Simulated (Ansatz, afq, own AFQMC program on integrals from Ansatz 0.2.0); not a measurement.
Two steps: Ansatz 0.2.0 writes the Fock matrix and Cholesky factors of the valence space, and afq projects on them the lowest state that overlaps trial and start.

```yaml
crystal:
  periodic: [false, false, false]
  atoms:
    - {symbol: O, position_ang: [0.000000, -0.106704, 0.539205]}
    - {symbol: C, position_ang: [0.000000, 0.081315, -0.807736]}
    - {symbol: H, position_ang: [0.000000, 0.724791, 1.066061]}
basis:
  gaussian: {orbitals: cc-pVDZ}
magnetization: {spin_polarized: true, initial_magnetization: 1}
correlation: {method: ccsd_t, electrons: outside_noble_gas, hamiltonian_folder: ham}
```

```sh
$ ansatz run in.yaml --threads 1 --pin off --events-out ev --progress --plain --max-ram 1382MiB
```

afq runs on the folder ham with

```
--method phaseless --trial cisd --walkers 60 --populations 1 --least-time 40 --time-step 0.005 --steps-per-block 50 --equilibration-blocks 28 --max-blocks 300 --target-error 0.0004 --factor-cut 1e-05 --start spin_pure --seed 9226 --release-times 0.24,0.51,0.99,1.62,2.4 --release-step 0.03 --release-every 4 --taylor-order 6
```

Times are imaginary, in 1/Eh. The walk had a cap of 774 s.

Log:

```
orbitals 31  electrons 6 5  factors 229 of 306
reference energy -113.20073537 Eh
CCSD correlation -0.29710859 Eh in 13 cycles, weight of the determinant in the CISD state 0.8921
energy of the start -113.497504 Eh
 block  time / (1/Eh)  mean weight  energy / Eh
     1     0.250  1.0006  -113.494724
     2     0.500  1.0024  -113.498329
     3     0.750  0.9977  -113.496100
     4     1.000  0.9985  -113.502661
     5     1.250  1.0007  -113.505832
     9     2.250  0.9991  -113.513837
    33     8.250  0.9974  -113.504567
    41    10.250  0.9964  -113.530349
    65    16.250  0.9999  -113.514114
    97    24.250  1.0005  -113.500901
   129    32.250  1.0009  -113.498045
   161    40.250  1.0036  -113.504397
   193    48.250  0.9995  -113.505740
   225    56.250  1.0011  -113.499837
   257    64.250  1.0043  -113.503318
   281    70.250  0.9989  -113.497302
   289    72.250  0.9977  -113.505212
   321    80.250  1.0004  -113.511070
blocks merged  error / Eh  count
     1  0.000350  300
     2  0.000415  150
     4  0.000490  75
     8  0.000543  37
    16  0.000650  18
    32  0.000845  9
released: time / (1/Eh)  energy / Eh  error  mean overlap
  0.24  -113.508122  0.000649  0.9988
  0.51  -113.508110  0.000487  0.9983
  0.99  -113.509089  0.000643  0.9979
  1.62  -113.508637  0.000689  1.0009
  2.40  -113.507273  0.000843  1.0385
energy -113.507124 +/- 0.000650 Eh
(rows thinned)
```

The run passed its tests (sampling time, drift between the halves within three errors, error under three times the target), which doesn't prove that it has relaxed. The second half of the sampling lies above the first by 1.6 errors of their difference, so the energy may still be moving and its error bar be too small.

Against this walk (error 17.7 meV) on the same determinant: CCSD(T) 8.1 meV higher (within the noise), CCSDT(Q) 37.9 meV lower. The error is statistical and leaves out the bias of the constraint. Released to 2.40 1/Eh the energy moves by -4 ± 29 meV (both errors), within twice the noise.

Cautions: constraint bias not in the error; error above the target (17.7 against 10.9 meV).

The walk took 3.2 min on 1 thread of Intel(R) Xeon(R) 6975P-C (Granite Rapids), with other jobs on the host. The log's last line is the phaseless energy.

CCSDT and higher add their correlation energy to the determinant of the CCSD(T) run, since their own runs factorise the integrals more tightly (a shift of under 2 meV). A walk keeps the symmetry of its determinant, which the program's search chose and which needn't be the lowest solution, so a lower state of the same spin and another symmetry isn't excluded.
